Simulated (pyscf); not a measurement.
**Four-centre exchange: `[CH3][SnH3]` + `[SH2]` -> `[SH][CH2][SnH3]` + `[H][H]`**

Gas phase, singlet surface, charge 0. Bonds broken: C1–H3, S9–H10. Bonds formed: C1–S9, H3–H10. Structures and frequencies: ωB97X-D3(BJ)/def2-SVP in PySCF.

Transition state (Å):

```xyz
11

C     -0.7275    -0.8050     0.3093
Sn     0.2432     0.7924    -0.7459
H     -2.3196    -0.6362    -0.1023
H     -0.9924    -1.7522    -0.1784
H     -0.4956    -0.9371     1.3696
H      0.9750     1.8020     0.4096
H      1.4697     0.0461    -1.7072
H     -0.8442     1.5673    -1.7941
S     -2.1355     1.1852     1.2942
H     -2.9253    -0.0419    -0.0223
H     -2.0094     2.3272     2.0304
```

One imaginary mode, 1261i cm⁻¹; descent along it reached the two sides named.

| bond | change | reactant side (Å) | saddle | product side |
|---|---|---|---|---|
| C1–H3 | breaks | 1.100 | 1.653 | 3.6 |
| S9–H10 | breaks | 1.350 | 1.965 | 3.0 |
| C1–S9 | forms | 3.7 | 2.6 | 1.816 |
| H3–H10 | forms | 2.9 | 0.852 | 0.762 |

Electronic energies relative to the separated reactants (kcal/mol):

```json
[
 {"level": "ωB97X-D3(BJ)/def2-TZVP", "barrier": "111.0", "reaction energy": "+17.3", "reverse barrier": "93.7"},
 {"level": "PBE/def2-TZVP", "barrier": "96.5", "reaction energy": "+18.9", "reverse barrier": "77.6"},
 {"level": "r²SCAN/def2-TZVP", "barrier": "101.6", "reaction energy": "+19.0", "reverse barrier": "82.7"},
 {"level": "B3LYP-D3(BJ)/def2-TZVP", "barrier": "101.6", "reaction energy": "+18.7", "reverse barrier": "82.9"},
 {"level": "PBE0-D3(BJ)/def2-TZVP", "barrier": "104.8", "reaction energy": "+18.8", "reverse barrier": "86.0"},
 {"level": "M06-2X/def2-TZVP", "barrier": "109.3", "reaction energy": "+17.8", "reverse barrier": "91.5"},
 {"level": "ωB97M-D3(BJ)/def2-TZVP", "barrier": "110.5", "reaction energy": "+20.0", "reverse barrier": "90.5"},
 {"level": "HF/def2-TZVP", "barrier": "134.6", "reaction energy": "+25.0", "reverse barrier": "109.7"}
]
```

With ωB97M-D3(BJ)/def2-TZVP energies and thermal terms (ideal gas, 1 atm, RRHO with modes under 100 cm⁻¹ raised to 100, one conformer, R ln 2 for chiral ones without a mode under 150 cm⁻¹), in kcal/mol:

| T (K) | ΔH‡ | ΔG‡ | ΔH | ΔG |
|---|---|---|---|---|
| 298 | 106.4 | 116.6 | +17.7 | +19.6 |
| 600 | 107.3 | 126.7 | +18.8 | +21.1 |
| 900 | 108.6 | 136.2 | +19.7 | +22.0 |
| 1200 | 109.8 | 145.2 | +20.4 | +22.7 |

From the product side, •H₂C–SH + SnH₃• + H₂ lies, by one bond made or cut, 29.6 kcal/mol under this saddle at ωB97M-D3(BJ)/def2-TZVP. The same reactants have a lower exit, to H₃C–SnH₂–SH + H₂ (barrier +40.3 kcal/mol at ωB97M-D3(BJ)/def2-TZVP, against +110.5 kcal/mol here). HS–CH₂–SnH₃ lies 29.1 kcal/mol over its isomer H₃C–SnH₂–SH (electronic energy, ωB97M-D3(BJ)/def2-TZVP). One saddle was located; it need not be the lowest between these sides. One closed-shell reference is unstable to symmetry breaking; treat the single-reference values with care. Elements past Kr carry the def2 core potentials, without spin-orbit coupling.
